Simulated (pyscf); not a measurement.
A first-order saddle from PySCF, ωB97X-D3(BJ)/def2-SVP:

```
C
H 1 1.0885
H 1 1.0900 2 115.93
H 1 1.0912 2 115.54 3 142.26
H 1 1.9091 2 149.92 4 113.46
Al 5 1.6550 1 110.03 2 -31.35
H 6 1.5882 5 113.50 1 139.41
H 6 1.5930 7 122.91 5 -133.75
Cl 6 2.2772 7 111.23 5 95.99
```
Charge 0, spin multiplicity 1.

Surface: singlet, charge 0. Lowest wavenumbers (cm⁻¹): 981i, 99, 131, 350, 393.

Problem. What reaction is this the transition state of?

Solution. chloromethane (H₃C–Cl) + alane (AlH₃) ⇌ methane (CH₄) + H₂Al–Cl, a four-centre exchange read from left to right: C–Cl, Al–H broken and C–H, Al–Cl formed. At CCSD(T)/def2-TZVPP + ΔMP2(QZVPP) it lies +36.4 kcal/mol from the left side and +95.3 kcal/mol from the right (each side as separated species at their lowest minima found). On the reactant side the descent ends in an adduct with a Al–Cl contact, 14.5 kcal/mol under the separated species and 48.5 kcal/mol under the saddle at ωB97X-D3(BJ)/def2-TZVP. On the product side the descent ends in a complex (not fully relaxed), 4.0 kcal/mol under the separated species and 97.2 kcal/mol under the saddle at ωB97X-D3(BJ)/def2-TZVP. What is counted as formed (Al–Cl) is already present as a longer contact in the reactant adduct; forming that adduct is a step of its own. At ωB97X-D3(BJ) the barrier from the zero used here is 33.9 kcal/mol. One saddle was located; it need not be the lowest between these sides. The CCSD(T) − MP2 part came from Ansatz, without density fitting, on the same reference.
